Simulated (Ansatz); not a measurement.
Barrier from CHN (formonitrile, SMILES N#C) to the saddle point below; all geometries are those of the NHTBH38 set.
```
C
N 1 1.1884
H 1 1.1823 2 72.01
```
Charge 0, spin multiplicity 1.

Total energies in hartree (Ansatz, an electronic-structure program). Radicals and triplets start from unrestricted determinants; spin-orbit coupling is neglected. Correlated methods leave the cores frozen. No relativity. The T1 diagnostic of CHN (saddle point or complex, singlet) reaches 0.027 in the sets run.

| species | HF/aug-cc-pVTZ | CCSD(T)/aug-cc-pVTZ | HF/aug-cc-pVQZ | CCSD(T)/aug-cc-pVQZ | CCSDT(Q)/aug-cc-pVTZ |
|---|---|---|---|---|---|
| 1: CHN (SMILES C#N) | -92.90913 | -93.28106 | -92.91458 | -93.30343 | -93.28251 |
| 2: CHN (complex or saddle point, singlet) | -92.83362 | -93.20540 | -92.83908 | -93.22753 | -93.20701 |

### Question
Work out the barrier height (electronic, no zero-point energy) in kcal/mol: take Hartree-Fock from aug-cc-pVQZ, extrapolate the CCSD(T) correlation energy as X^-3 (X = 3, 4), and add CCSDT(Q) - CCSD(T) in aug-cc-pVTZ. 1 hartree = 627.51 kcal/mol.

### Answer

Species 1: correlation (64·(-0.38885) - 27·(-0.37193))/37 = -0.40120; step -0.00145; E1 = -92.91458 + (-0.40120) + (-0.00145) = -93.31723
Species 2: correlation (64·(-0.38845) - 27·(-0.37178))/37 = -0.40061; step -0.00161; E2 = -92.83908 + (-0.40061) + (-0.00161) = -93.24130
-1·E1 +1·E2 = 0.07593 hartree = 47.6 kcal/mol. Published benchmark value: 48.2 kcal/mol (Zhao et al., NHTBH38), a best estimate, not a measurement. The composite differs from it by -0.5 kcal/mol; core, relativistic and spin-orbit terms are not in it.
